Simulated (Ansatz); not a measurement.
C4H8O2, SMILES `CC1OCCO1`, one more setting.

```yaml
crystal:
  periodic: [false, false, false]
  atoms:
    - {symbol: C, position_ang: [-0.003441, -1.524936, -1.375514]}
    - {symbol: C, position_ang: [-0.284853, -0.665634, -0.179994]}
    - {symbol: O, position_ang: [0.889555, -0.411990, 0.540934]}
    - {symbol: C, position_ang: [0.591418, 0.740466, 1.295639]}
    - {symbol: C, position_ang: [-0.297391, 1.554388, 0.352524]}
    - {symbol: O, position_ang: [-0.776473, 0.597663, -0.575755]}
    - {symbol: H, position_ang: [0.376519, -2.496319, -1.056061]}
    - {symbol: H, position_ang: [0.737212, -1.036895, -2.010261]}
    - {symbol: H, position_ang: [-0.920753, -1.675858, -1.945707]}
    - {symbol: H, position_ang: [-1.024975, -1.140773, 0.490286]}
    - {symbol: H, position_ang: [0.053468, 0.470345, 2.214481]}
    - {symbol: H, position_ang: [1.524179, 1.237363, 1.561367]}
    - {symbol: H, position_ang: [0.265299, 2.319329, -0.190053]}
    - {symbol: H, position_ang: [-1.129762, 2.032842, 0.878093]}
basis:
  gaussian: {orbitals: "6-31++G**"}
total_charge: 1
magnetization: {spin_polarized: true, initial_magnetization: 1}
hamiltonian: {xc: {name: revPBE}}
output: {forces: true}
```

```sh
$ ansatz run in.yaml --threads 2 --pin off --events-out ev --progress --plain --max-ram 32768MiB --backend cpu
```

Shortened log:

```
Functional definition: revPBE
1580 factors; their error is unknown
mean field evaluation 1: about -8341.5633 eV, gradient 6.4e1 eV
mean field evaluation 2: about -8291.0213 eV, gradient 1.2e2 eV
mean field evaluation 4: about -8357.0144 eV, gradient 3.0e1 eV
mean field evaluation 8: about -8360.8724 eV, gradient 2.8e0 eV
mean field evaluation 16: about -8360.9116 eV, gradient 1.4e-1 eV
mean field -8360.81540591 eV, -307.2542990030 hartree, gradient 3.5e-5 eV, S^2 0.751923; 4 other end points of the search recorded, 0 dependent functions left out
reference -8360.81551631 eV, -307.2543030601 hartree; 24, 23 occupied and 138, 139 virtual orbitals, 1580 factors
Total energy: -8360.81551631 eV, -307.2543030601 hartree
Atom 0 at    -0.003441    -1.524936    -1.375514 Å, force    -0.095293    -0.662751    -0.873792 eV/Å
Atom 1 at    -0.284853    -0.665634    -0.179994 Å, force     1.574521     0.702471    -0.938757 eV/Å
Atom 2 at     0.889555    -0.411990     0.540934 Å, force    -0.227702    -1.442464     0.473832 eV/Å
Atom 3 at     0.591418     0.740466     1.295639 Å, force     0.262992     1.069520     0.976564 eV/Å
Atom 4 at    -0.297391     1.554388     0.352524 Å, force     0.686791     0.594869     0.339371 eV/Å
Atom 5 at    -0.776473     0.597663    -0.575755 Å, force    -1.488799    -0.335745    -0.074343 eV/Å
Atom 6 at     0.376519    -2.496319    -1.056061 Å, force     0.092901    -0.249069     0.213518 eV/Å
Atom 7 at     0.737212    -1.036895    -2.010261 Å, force     0.209786     0.170366    -0.149403 eV/Å
Atom 8 at    -0.920753    -1.675858    -1.945707 Å, force    -0.286739    -0.055713    -0.157594 eV/Å
Atom 9 at    -1.024975    -1.140773     0.490286 Å, force    -0.541194    -0.246553     0.373723 eV/Å
Atom 10 at     0.053468     0.470345     2.214481 Å, force     0.017100    -0.257920     0.262835 eV/Å
Atom 11 at     1.524179     1.237363     1.561367 Å, force     0.304969     0.092677     0.119443 eV/Å
Atom 12 at     0.265299     2.319329    -0.190053 Å, force    -0.074742     0.389074    -0.508608 eV/Å
Atom 13 at    -1.129762     2.032842     0.878093 Å, force    -0.434590     0.231238    -0.056789 eV/Å
Dipole moment:    -0.179091     0.156339     0.252179 e Å
```

It took 14 s on 2 threads of an AMD EPYC 7R13 on a shared host, with 0.31 GiB of host memory at the peak.
